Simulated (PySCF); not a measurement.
Static polarisabilities and like-pair C6 coefficients by linear response at PBE0/aug-cc-pVTZ (PySCF, frozen core in the response, non-relativistic, gas phase), PBE0-D3(BJ)/def2-TZVP geometries, one conformer each; atomic units unless stated.

| label | species | α | C6 |
| --- | --- | --- | --- |
| P | `CC#N` (C2H3N) | 29.5 | 380.4 |
| Q | `ClB(Cl)B(Cl)Cl` (B2Cl4) | 82.5 | 2631 |
| R | `[C-]#[N+]C` (C2H3N) | 31.2 | 403.8 |
| S | `CCCCl` (C3H7Cl) | 54.4 | 1271 |
| T | `FC(Cl)Cl` (CHCl2F) | 43.7 | 844.9 |
| U | `CC(C)Cl` (C3H7Cl) | 54.3 | 1263 |

Problem. Estimate the unlike-pair coefficients by the rule C6(AB) = 2·C6(AA)·C6(BB) / [C6(AA)·αB/αA + C6(BB)·αA/αB], and compare with the geometric mean, for PU, QR, QS, QT, QU, RU, SU and TU.

Solution. 
```tsv
pair	combination rule	geometric mean	ratio
PU	693.1	693.2	1.000
QR	1030	1031	0.999
QS	1826	1828	0.999
QT	1487	1491	0.998
QU	1820	1823	0.999
RU	714.1	714.2	1.000
SU	1267	1267	1.000
TU	1033	1033	1.000
```

The rule is exact for one-pole polarisabilities and never exceeds the geometric mean; the two meet where both partners have the same effective excitation energy. These unlike-pair values are estimates, not computed integrals.
